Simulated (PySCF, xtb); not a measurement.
Acid–base and redox partners of C=C=O. Gas-phase values, no solvent. One relaxed conformer stands for each flexible species; it need not be the lowest. Strings in code marks are SMILES.

Quantity: bond dissociation enthalpy (X–H) at 298 K, in kJ/mol. HF references are unrestricted for open shells and restricted for singlets. Enthalpy corrections at 298 K come from GFN2-xTB frequencies (xtb).

Level 1: B3LYP/3-21G // PBE-D3(BJ)/def2-TZVP (PySCF)
Level 2: B3LYP/6-31G* // PBE-D3(BJ)/def2-TZVP (PySCF)
Level 3: PBE/6-31G* // PBE-D3(BJ)/def2-TZVP (PySCF)
Level 4: HF/6-31G* // PBE-D3(BJ)/def2-TZVP (PySCF)

| species | level 2 | level 3 | level 4 |
|---|---|---|---|
| H atom removed from C1: `[CH]=C=O` | 435.7 | 428.0 | 357.6 |

What does level 1 give for each?


- H atom removed from C1: `[CH]=C=O`: 447.6
